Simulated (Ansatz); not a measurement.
**Potassium, bcc: convergence with the k-point mesh**

Computed with Ansatz, LDA, scalar-relativistic PAW, on the relaxed cell (a = 5.048 Å; spin not included). Errors count from a run at 420 eV on a Γ-centred 15×15×15 mesh with Fermi-Dirac smearing of 0.1 eV, extrapolated to zero width. Fixed here: cutoff 420 eV, Fermi-Dirac width 0.1 eV. The SCF starts from atomic densities corrected by a trained network.

| k-mesh | E(σ→0) error (meV/atom) | P (GPa) | SCF iterations |
| --- | --- | --- | --- |
| 2×2×2 | 537.3 | -0.09 | 6 |
| 2×2×2 | 537.3 | -0.09 | 6 |
| 3×3×3 | -103.5 | -0.15 | 6 |
| 4×4×4 | 60.5 | 0.10 | 6 |
| 6×6×6 | 14.4 | 0.02 | 6 |
| 7×7×7 | -2.9 | -0.01 | 6 |
| 9×9×9 | -3.2 | -0.01 | 6 |
| 13×13×13 | -0.2 | -0.01 | 6 |

Within 5 meV/atom of the last row: from 7×7×7 on.
